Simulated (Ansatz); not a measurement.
**Ethylene (C2H4): basis-set convergence**

An exercise on one series of results from a longer session: the logs are not shown, and one member is left open.

Computed with Ansatz 0.2.0, Gaussian basis. Level: one geometry, several basis sets.

The runs, in order: PBE0-D4/def2-SVP; ωB97M-V/def2-SVP; PBE0-D4/def2-QZVPP; ωB97M-V/def2-QZVPP; CCSD(T)/cc-pV(D+d)Z; CCSD(T)/cc-pV(T+d)Z; CCSD(T)/cc-pV(Q+d)Z; the functionals' def2-TZVPP values are taken from earlier runs.

## Structure used throughout

All runs share one geometry, relaxed beforehand with PBE0-D4 in a triple-zeta def2 set.

6 atoms, charge 0, spin multiplicity 1.

Atoms are counted from 1 here; the program's logs count them from 0.

Bond lengths: C1–C2 1.323 Å, C1–H3 1.085 Å, C1–H4 1.085 Å, C2–H5 1.085 Å, C2–H6 1.085 Å. Angles: C2–C1–H3 121.7°, C2–C1–H4 121.7°, H3–C1–H4 116.7°, C1–C2–H5 121.7°, C1–C2–H6 121.7°, H5–C2–H6 116.7°.

The first run:

Input file in.yaml:

```yaml
crystal:
  periodic: [false, false, false]
  atoms:
    - {symbol: C, position_ang: [-0.087439, -0.639943, -0.142816]}
    - {symbol: C, position_ang: [0.087493, 0.639939, 0.142808]}
    - {symbol: H, position_ang: [0.031976, -1.412735, 0.608942]}
    - {symbol: H, position_ang: [-0.357439, -0.969094, -1.140497]}
    - {symbol: H, position_ang: [-0.032096, 1.412742, -0.608911]}
    - {symbol: H, position_ang: [0.357506, 0.969092, 1.140485]}
basis:
  gaussian: {orbitals: def2-SVP}
hamiltonian: {xc: pbe0, dispersion: d4}
output: {orbitals: {seedname: orbitals}}
```

Command:

```bash
$ ansatz run in.yaml --threads 2 --pin off --events-out ev --progress --plain --max-ram 32768MiB --backend cpu
```

Steps of the session up to this table: PBE0-D4 in def2-SVP; ωB97M-V in def2-SVP; PBE0-D4 in def2-QZVPP; ωB97M-V in def2-QZVPP.

One of the session's tables, all rows but one given; the rest of the session is left out.

It belongs to the step «Density functionals: the series». 

```
functional       basis  HOMO (eV)  LUMO (eV)
   PBE0-D4    def2-SVP      -7.83       0.42
   PBE0-D4  def2-TZVPP      -7.91       0.13
   PBE0-D4  def2-QZVPP          ?          ?
   ωB97M-V    def2-SVP     -10.14       2.72
   ωB97M-V  def2-TZVPP     -10.22       2.28
   ωB97M-V  def2-QZVPP     -10.22       2.08
```

Q: Estimate the row for PBE0-D4, def2-QZVPP from the others.

The run gave: HOMO (eV): -7.92; LUMO (eV): 0.04. In the column «HOMO (eV)» it lies between ωB97M-V, def2-SVP (-10.14) and PBE0-D4, def2-TZVPP (-7.91).
